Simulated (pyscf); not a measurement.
Thermochemistry of product channels of H₃Si–CH₂–SiH₃ + OH• on the doublet surface, in kcal/mol, from CCSD(T)/def2-TZVPP + ΔMP2(QZVPP) energies (ideal gas, 1 atm, RRHO with modes under 100 cm⁻¹ raised to 100, one conformer, R ln 2 for chiral ones without a mode under 150 cm⁻¹). Single points on ωB97X-D3(BJ)/def2-SVP structures (PySCF, gas phase). Correlated levels are frozen-core, on RHF or UHF. ΔMP2 is the change of the MP2 total energy from the triple- to the quadruple-zeta basis.

| products | ΔE | ΔH(298 K) | ΔG(600 K) | ΔG(900 K) |
|---|---|---|---|---|
| HO–SiH₃ + •H₂C–SiH₃ | -35.7 | -35.7 | -41.3 | -44.0 |
| •O–SiH₃ + H₃C–SiH₃ | -18.1 | -17.6 | -19.9 | -20.6 |

These are energies of the channels, which say nothing of barriers. •H₂C–SiH₃ lies 10.6 kcal/mol over its isomer H₃C–SiH₂• (electronic energy, ωB97M-D3(BJ)/def2-TZVP). •O–SiH₃ lies 24.9 kcal/mol over its isomer HO–SiH₂• (electronic energy, ωB97M-D3(BJ)/def2-TZVP). The CCSD(T) − MP2 part came from Ansatz, without density fitting, on the same reference. Left out: orbital degeneracy and the spin-orbit lowering of OH. The orbital near-degeneracy of the XH₃O or XH₃S radical is left out.
